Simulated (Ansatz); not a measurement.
Geometry optimisation, Ansatz, UKS B3LYP-D4/def2-SVP.

The input (input.yaml):

```yaml
crystal:
  periodic: [false, false, false]
  atoms:
    - { symbol: C, position_ang: [0.55227, -0.16939, -1.16581] }
    - { symbol: B, position_ang: [0.03525, -0.82438, -0.0214] }
    - { symbol: Al, position_ang: [-0.77091, -0.03712, 1.61154] }
    - { symbol: H, position_ang: [0.99969, -0.67255, -2.01354] }
    - { symbol: H, position_ang: [0.55272, 0.90437, -1.31821] }
    - { symbol: H, position_ang: [-0.15847, -1.85737, 0.49271] }
magnetization:
  spin_polarized: true
  initial_magnetization: 1
basis:
  gaussian: { orbitals: def2-SVP }
hamiltonian:
  xc: b3lyp
  dispersion: d4
relax:
  f_tol: 0.02
  max_steps: 50
output:
  orbitals: {}
```

Command:

```bash
$ ansatz run input.yaml --threads 1 --pin off --max-ram 2048MiB --backend cpu --events-out ev --progress --plain --runs-dir out
```

Question: Where does it end, and by what steps?

Answer: It converged. After 10 steps the energy has fallen by 0.544 eV; Al3 moved furthest, 0.94 Å. Joined: C1–Al3 (3.08 → 2.28 Å).

```csv
step,energy less start (eV),largest force component (eV/Å),accepted
0,0.0000,1.356,yes
1,-0.1421,0.502,yes
2,-0.1606,0.625,yes
3,-0.2250,0.437,yes
4,-0.2864,0.935,yes
5,-0.3831,0.816,yes
6,-0.4746,0.703,yes
7,-0.5335,0.511,yes
8,-0.5415,0.269,yes
9,-0.5430,0.127,yes
10,-0.5441,0.018,yes
```

```xyz
6
Properties=species:S:1:pos:R:3
C 0.435 -0.186 -0.918
B 0.016 -1.174 0.059
Al -0.517 0.621 0.988
H 0.909 -0.481 -1.868
H 0.365 0.922 -0.895
H 0.002 -2.359 0.219
```

Whether the end is a true minimum wasn't checked by a vibrational analysis.

Run time: 56 s on 1 thread of Arm Neoverse N1, with other jobs on the host, peak memory 0.14 GiB.
